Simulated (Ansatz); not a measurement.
Write a Python script for Ansatz 0.2.0 through its Python package that makes an active-space calculation of H2S2, SMILES SS. Level of theory: Hartree-Fock, 6-31G* basis, multiplicity 1.

```json
{"atom": "S", "x (Å)": "0.8486", "y (Å)": "-0.8313", "z (Å)": "0.1849"}
{"atom": "S", "x (Å)": "0.0726", "y (Å)": "1.1242", "z (Å)": "0.0275"}
{"atom": "H", "x (Å)": "-0.2432", "y (Å)": "-1.3571", "z (Å)": "0.8312"}
{"atom": "H", "x (Å)": "-0.6225", "y (Å)": "1.0039", "z (Å)": "-1.0639"}
```

Script `run_cas.py`:
```python
# -*- coding: utf-8 -*-
"""Static correlation in H2S2: natural occupations of an active space."""

import ansatz as az


def main():
    geometry = (
        az.Crystal.molecule()
        .atom("S", (0.8486, -0.8313, 0.1849))
        .atom("S", (0.0726, 1.1242, 0.0275))
        .atom("H", (-0.2432, -1.3571, 0.8312))
        .atom("H", (-0.6225, 1.0039, -1.0639))
    )

    job = (
        geometry.calculation()
        .basis(gaussian="6-31G*")
        .scf(lower_state_search="off")
        .correlation(active_electrons=2, active_orbitals=2)
    )
    for method in [None]:
        summary = (job if method is None else job.correlation(method)).run(threads=1).report
        space = summary["configurations"]
        state = space["states"][0]
        print(method or "casscf", f"total {summary['free_energy_ev'] / 27.211386246:.6f} Ha, active-space state {state['energy']['hartree']:.6f} Ha, mean field {summary['reference_energy_ev'] / 27.211386246:.6f} Ha")
        print("  determinants", state["n_determinants"], " natural occupations", [round(n, 3) for n in space["natural_occupations"]])


if __name__ == "__main__":
    main()
```

```console
$ python run_cas.py
casscf total -796.187405 Ha, active-space state -796.187405 Ha, mean field -796.171625 Ha
  determinants 4  natural occupations [1.965, 0.035]
```

What to keep in mind:
- These settings explore the input space; basis and method may be short of convergence.
- The geometry is a force-field or estimated start, not a minimum of this method, and the basis set is short of its limit. The active space starts as a window about the frontier orbitals and is then optimised, not chosen by chemistry.
- Run time: 0.7 s on 1 thread of Arm Neoverse V2 (shared host), peak memory 0.14 GiB.

(A comment or docstring line of the script was reworded after the run, the code is as it ran; lines on the test bed's own set-up are left out of the output.)
